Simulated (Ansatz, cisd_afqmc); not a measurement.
System: CH₃F, charge 0, singlet. CH3F (SMILES CF).
B3LYP-D3(BJ)/def2-TZVP minimum from Ansatz (a first-principles code):
```
C
F 1 1.3893
H 1 1.0909 2 108.82
H 1 1.0909 3 110.11 2 -119.20
H 1 1.0909 3 110.11 4 -121.60
```
Charge 0, spin multiplicity 1.

Atomisation energy term by term, kcal/mol (programs: Ansatz, cisd_afqmc). Open shells are spin-unrestricted; no spin-orbit coupling. Correlated methods leave the cores frozen. Rows without X2C or -DK are non-relativistic. AFQMC/CISD: phaseless, guided by CISD from CCSD amplitudes; bars are statistical, one sigma. Outlying blocks are dropped, and bars are widened where a walk drifts. Over all cases where full CI ran beside it in this data, AFQMC minus full CI had a median of +0.1 mEh and passed +0.4 mEh in a tenth of the cases. CBS(X,Y): correlation extrapolated as X^-3, Hartree-Fock from the larger set (Q,5: extrapolated as (X+1)exp(-9√X)). A bracket is a step between two methods taken in the basis named. '+ core + X2C': CCSD(T) terms for core correlation (cc-pwCVTZ) and scalar relativity (cc-pVTZ-DK). Where a partner has so few electrons that a lower coupled-cluster level is exact, that level stands in.

```csv
term,basis,kcal/mol
Hartree-Fock,"CBS(cc-pVQZ,cc-pV5Z)",313.35
CCSD correlation,"CBS(cc-pVQZ,cc-pV5Z)",103.19
(T),"CBS(cc-pVQZ,cc-pV5Z)",5.50
CCSDT(Q) - CCSD(T),cc-pVTZ,0.01
CCSDTQ - CCSDT(Q),cc-pVDZ,-0.03
core correlation,cc-pwCVTZ,1.15
scalar relativity,"X2C, cc-pVTZ-DK",-0.38
sum: De,,422.8
```

The step beyond CCSD(T) by other levels: CCSDTQ in cc-pVDZ 0.30; AFQMC/CISD in cc-pVDZ 0.30 ± 0.16; CCSDT(Q) in cc-pVDZ 0.32; AFQMC/CISD in cc-pVTZ 0.22 ± 0.20 kcal/mol.
